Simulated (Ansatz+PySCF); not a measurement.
A calculation with PySCF 2.14.0.

```python
from pyscf import gto, scf, mp

mol = gto.M(atom="""
C 0.000290 -1.142290 0.000000
H -1.055960 -1.384740 0.000000
H 0.520170 -1.407390 0.912450
H 0.520170 -1.407390 -0.912450
H 0.011560 0.160100 0.000000
O 0.000290 1.361640 0.000000
""", basis='cc-pvtz', charge=0, spin=2)
mf = scf.UHF(mol)
mf.kernel()
pt = mp.MP2(mf, frozen=2).run()
print(mf.e_tot, pt.e_corr, pt.e_tot)
```

The script is written out from the run's settings.

Results

```
Converged                       : yes
Reference energy                : -114.96770 hartree
Correlation energy              : -0.36891 hartree
Total energy                    : -115.33661 hartree
Spin squared of the determinant : 2.053
```
